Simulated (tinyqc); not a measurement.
Worked calculation: Hueckel theory of the pi electrons, for the molecule C1=CC=C1 (SMILES; centres numbered as the heavy atoms are written). One step of it, computed by the program tinyqc.

Problem. Energy, charges, bond orders. E = sum n x; q_r = z_r - P_rr; bond order p = P_rs; free valence = sqrt(3) - sum of p over the bonds of the atom.

x values: 2.000000  0.000000  0.000000  -2.000000

occupations: 2.000000  1.000000  1.000000  0.000000

charge and bond-order matrix P:
```
,1C,2C,3C,4C
1C,1.000000,0.500000,0.000000,0.500000
2C,0.500000,1.000000,0.500000,0.000000
3C,0.000000,0.500000,1.000000,0.500000
4C,0.500000,0.000000,0.500000,1.000000
```

Centres:
```
centre,"z_r, pi electrons of the neutral centre",h
1C,1,0.000000
2C,1,0.000000
3C,1,0.000000
4C,1,0.000000
```

Bonds:
```
i,j,k
1,2,1
2,3,1
3,4,1
4,1,1
```

Give: pi energy = 4 alpha + this times beta; pi charges; Bond orders and lengths from R = 1.517 - 0.180 p; free valence of the carbons; gap between the highest filled and the next level.

Solution.

pi energy = 4 alpha + this times beta = 4.0000

pi charges: 1C 0.0000, 2C 0.0000, 3C 0.0000, 4C 0.0000

Bond orders and lengths from R = 1.517 - 0.180 p (angstrom, C-C alone):
```
bond,p,R
1-2,0.5000,1.4270
2-3,0.5000,1.4270
3-4,0.5000,1.4270
4-1,0.5000,1.4270
```

free valence of the carbons: 1C 0.7321, 2C 0.7321, 3C 0.7321, 4C 0.7321

gap between the highest filled and the next level = 2.0000 |beta|
